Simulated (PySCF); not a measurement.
Electronic absorption of phosphine

Phosphine, PH3.
SMILES: `P`

Theory: TDDFT B3LYP/def2-SVPD, vertical, gas phase, core orbitals frozen in the response (PySCF 2.14.0, density-fitted response routines). Isolated species at its GFN2-xTB geometry, gas phase.

Task: List the vertical singlet excitations with oscillator strengths and describe the spectrum.

Result: 

```
state  E (eV)  λ (nm)  ν̃ (cm⁻¹)       f  symmetry  main configurations (H = HOMO, L = LUMO)
   S1    7.18   172.8      57870   0.141        A1                                H→L (100%)
   S2    7.51   165.1      60560   0.073         E                          H→L+1/L+2 (≥88%)
   S3    7.51   165.1      60560   0.073         E                          H→L+1/L+2 (≥88%)
   S4    9.76   127.1      78690   0.029         E                  H→L+3 (62%), H→L+4 (25%)
   S5    9.76   127.1      78700   0.029         E                  H→L+4 (62%), H→L+3 (25%)
   S6    9.86   125.7      79530  0.0000         –                    H-2/H-1→L+1/L+2 (≥94%)
   S7   10.03   123.6      80910   0.056        A1        H→L+5 (72%), H-2/H-1→L+1/L+2 (25%)
```

Triplets (Tamm–Dancoff): T1 6.11 eV, H→L+1/L+2 (≥97%); T2 6.11 eV, H→L+1/L+2 (≥97%); T3 6.85 eV, H→L (99%).

The lowest singlet lies at 7.18 eV (173 nm, vacuum ultraviolet) and is of moderate strength; its leading configuration is HOMO→LUMO (100%). The strongest level in the table is S2/S3 at 7.51 eV (165 nm, f = 0.146 summed). S2/S3 and S4/S5 lie within about 0.01 eV of each other in each set; the point group C3v has degenerate representations, and within a degenerate level the listed configurations can mix freely. Löwdin shares by element: HOMO phosphorus 71%, hydrogen 29%; LUMO phosphorus 59%, hydrogen 41%. Weighted by f, the mean energy of these states is 8.07 eV. The oscillator strengths of these states sum to 0.402; summed over the whole spectrum of an exact calculation they would give the number of electrons, 18 (Thomas–Reiche–Kuhn). Of the 7 states listed, 6 reach f = 0.01 and 1 stays under 0.0005. No computed singlet lies in the visible range (380 to 750 nm); the lowest, at 173 nm, stands 3.91 eV above its violet end (3.26 eV). Symmetry labels in C3v follow from the direction of the transition dipole and are given only for states with f of 0.002 or more. Orbitals of the list HOMO-3 to LUMO+2 that lie within 0.01 eV of each other are written together with a slash and their weights summed (≥ marks a lower bound); for degenerate orbitals outside that list single weights are arbitrary. Only the lowest 8 singlets were computed, as vertical energies without vibronic structure. The highest level found (10.13 eV, f 0.093 so far) is left out, since the window may have cut off a degenerate partner.

Time: 1.3 s. Hardware: one thread of an x86-64 server (shared host).
